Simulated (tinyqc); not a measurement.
Worked calculation: Hueckel theory of the pi electrons, for the molecule Nc1ccco1 (SMILES; centres numbered as the heavy atoms are written). One step of it, computed by the program tinyqc.

Task: Orbitals. Diagonalise; E = alpha + x beta with beta < 0, so the largest x are filled first; degenerate levels share their electrons. P = sum n_i c_ri c_si; each orbital has its largest coefficient positive (the first on a tie).

Hueckel matrix in units of beta (H = alpha + beta A), lower triangle:
```
          1N        2C        3C        4C        5C        6O
1N  1.500000
2C  0.800000  0.000000
3C  0.000000  1.000000  0.000000
4C  0.000000  0.000000  1.000000  0.000000
5C  0.000000  0.000000  0.000000  1.000000  0.000000
6O  0.000000  0.800000  0.000000  0.000000  0.800000  2.000000
```

pi electrons, sum of z_r less the charge = 8

Give: x values; occupations; coefficients; charge and bond-order matrix P.

Result:

x values: 2.7039  1.7771  1.2789  0.4285  -1.0376  -1.6508

occupations: 2.0000  2.0000  2.0000  2.0000  0.0000  0.0000

coefficients:
```
       MO1      MO2      MO3      MO4      MO5      MO6
1N  0.2567   0.8409  -0.2235   0.3620  -0.1845   0.1091
2C  0.3863   0.2913   0.0618  -0.4849   0.5852  -0.4296
3C  0.2134   0.1549   0.5563  -0.4580  -0.2118   0.6053
4C  0.1906  -0.0160   0.6497   0.2886  -0.3654  -0.5696
5C  0.3019  -0.1834   0.2746   0.5817   0.5910   0.3350
6O  0.7822  -0.3874  -0.3732  -0.0493  -0.3097   0.0207
```

charge and bond-order matrix P, lower triangle:
```
         1N       2C       3C       4C      5C      6O
1N   1.9081
2C   0.3096   0.9461
3C  -0.2102   0.7680   1.1775
4C  -0.0105  -0.0618   0.5348   1.0840
5C   0.1449  -0.4038  -0.1553   0.8136  1.0771
6O  -0.1188   0.3803  -0.1563  -0.2028  0.3522  1.8073
```
